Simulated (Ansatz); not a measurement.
**CH₃OSi+ (SMILES O=[C+][SiH3]): a rigid scan of the bond length O1–C2**

An exercise on one series of results from a longer session: the logs are not shown, and one member is left open.

Program: Ansatz 0.2.0, Gaussian basis. Level of theory: single points in def2-TZVPP. These are calculated values, not measurements.

Levels: PBE-D4, r2SCAN-D4, PBE0-D4, B3LYP-D4, wB97M-V, Hartree-Fock, MP2, CCSD, CCSD(T). The scan takes 0.954, 0.986, 1.034, 1.090, 1.152, 1.219, 1.290, 1.364, 1.442 Å.

Cores are frozen in the correlated methods. B3LYP uses VWN-RPA correlation.

109 further runs of the same task are left out: 109 set aside as unsound or not needed.

### The starting structure

The minimum, relaxed at PBE0-D4: SMILES `O=[C+][SiH3]`, 6 atoms, charge 1, spin multiplicity 1.

Atoms are counted from 1 here; the program's logs count them from 0.

Bond lengths: O1–C2 1.109 Å, C2–Si3 1.981 Å, Si3–H4 1.473 Å, Si3–H5 1.473 Å, Si3–H6 1.473 Å. Angles: O1–C2–Si3 179.7°, C2–Si3–H4 98.6°, C2–Si3–H5 98.5°, C2–Si3–H6 98.4°, H4–Si3–H5 117.9°, H4–Si3–H6 117.9°, H5–Si3–H6 117.8°.

Coordinates:

```xyz
6
charge 1, multiplicity 1
O     1.0099   -1.8851    0.9835
C     0.5321   -0.9987    0.5186
Si   -0.3159    0.5898   -0.3076
H    -1.4552   -0.0816   -0.9570
H     0.8080    1.0171   -1.1591
H    -0.5790    1.3584    0.9215
```

Energies of the minimum (eV), from earlier single points: PBE-D4 -10995.65365, r2SCAN-D4 -11000.80116, PBE0-D4 -10996.36065, B3LYP-D4 -11004.03181, wB97M-V -11001.69709, CCSD(T) -10985.48649.

At the minimum the bond length O1–C2 is 1.109 Å.

Set-up of the first run:

Contents of pbe-tzvpp/in.yaml:

```yaml
crystal:
  periodic: [false, false, false]
  atoms:
    - {symbol: O, position_ang: [1.009933, -1.885060, 0.983506]}
    - {symbol: C, position_ang: [0.598908, -1.122639, 0.583644]}
    - {symbol: Si, position_ang: [-0.249063, 0.465899, -0.242633]}
    - {symbol: H, position_ang: [-1.388346, -0.205503, -0.891961]}
    - {symbol: H, position_ang: [0.874787, 0.893220, -1.094066]}
    - {symbol: H, position_ang: [-0.512170, 1.234435, 0.986488]}
basis:
  gaussian: {orbitals: def2-TZVPP}
total_charge: 1
hamiltonian: {xc: pbe, dispersion: d4}
output: {forces: true}
```

r2scan-tzvpp/in.yaml, as changes to pbe-tzvpp/in.yaml:

```diff
-hamiltonian: {xc: pbe, dispersion: d4}
+hamiltonian: {xc: r2scan, dispersion: d4}
```

pbe0-tzvpp/in.yaml:

```diff
-hamiltonian: {xc: pbe, dispersion: d4}
-output: {forces: true}
+hamiltonian: {xc: pbe0, dispersion: d4}
+output: {forces: true, orbitals: {seedname: orbitals}}
```

b3lyp-tzvpp/in.yaml:

```diff
-hamiltonian: {xc: pbe, dispersion: d4}
+hamiltonian: {xc: {name: B3LYP}, dispersion: d4}
```

wb97mv-tzvpp/in.yaml:

```diff
-hamiltonian: {xc: pbe, dispersion: d4}
-output: {forces: true}
+hamiltonian: {xc: {name: wB97M-V}}
```

ccsdt-tzvpp/in.yaml:

```diff
-hamiltonian: {xc: pbe, dispersion: d4}
-output: {forces: true}
+correlation: {method: ccsd_t}
```

One command serves all of them, each in its own folder.

On the command line:

```sh
ansatz run in.yaml --threads 2 --pin off --events-out ev --progress --plain --max-ram 4352MiB
```

Steps of the session up to this table: O1–C2 = 0.954 Å; O1–C2 = 0.986 Å; O1–C2 = 1.034 Å; O1–C2 = 1.090 Å; O1–C2 = 1.152 Å; O1–C2 = 1.219 Å; O1–C2 = 1.290 Å; O1–C2 = 1.364 Å; O1–C2 = 1.442 Å.

One table of the session follows, with a row left open; its other results are not shown here.

Energies less that of the minimum at the same level (eV):

```
bond length (Å)  PBE-D4  PBE0-D4  B3LYP-D4  wB97M-V  Hartree-Fock
          0.954   2.725    2.443     2.457    2.451         1.922
          0.986   1.647    1.419     1.435    1.424         0.996
          1.034   0.611    0.469     0.482    0.470         0.203
          1.090       ?        ?         ?        ?             ?
1.109 (minimum)   0.000    0.000     0.000    0.000         0.000
          1.152   0.032    0.117     0.105    0.119         0.277
          1.219   0.440    0.659     0.623    0.669         1.080
          1.290   1.173    1.537     1.469    1.560         2.238
          1.364   2.112    2.628     2.521    2.670         3.617
          1.442   3.181    3.854     3.701    3.922         5.130
```

**Question.** Estimate the row for bond length (Å) = 1.090.

As computed: PBE-D4: 0.063; PBE0-D4: 0.027; B3LYP-D4: 0.031; wB97M-V: 0.026; Hartree-Fock: -0.043.
